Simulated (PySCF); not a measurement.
## AlH: energy against distance

Set-up: Al cc-pV(D+d)Z, H cc-pVDZ; no relativity (PySCF 2.14). Energies in eV from Al + H in their ground configurations at the same level. State: ¹Σ⁺ (singlet), closed shell.

```csv
R (Å),r²SCANh,PBE0
1.438,-2.637,-2.604
1.505,-2.824,-2.796
1.572,-2.930,-2.907
1.622,-2.968,-2.949
1.672,-2.978,-2.961
1.722,-2.964,-2.950
1.789,-2.915,-2.904
1.873,-2.818,-2.810
1.973,-2.664,-2.658
2.107,-2.420,-2.416
```

Q: Put a parabola through the three lowest points of the r²SCANh curve and estimate Re, k and ωe (reduced mass 0.9715 u; 1 eV/Å² = 0.16022 mdyn/Å; ωe = 1302.8·√(k/μ) cm⁻¹).

A: Through R = 1.622, 1.672, 1.722 Å the second-order coefficient is 4.80 eV/Å², so Re ≈ 1.668 Å, k ≈ 1.54 mdyn/Å and ωe ≈ 1639 cm⁻¹. A polynomial fit of higher order to the unrounded r²SCANh energies gives Re = 1.665 Å, k = 1.54 mdyn/Å, ωe = 1643 cm⁻¹; anharmonicity and rounding make the difference.

The higher-order fit for each curve: r²SCANh: Re = 1.665 Å, ωe = 1643 cm⁻¹, De = 2.98 eV; PBE0: Re = 1.672 Å, ωe = 1636 cm⁻¹, De = 2.96 eV.
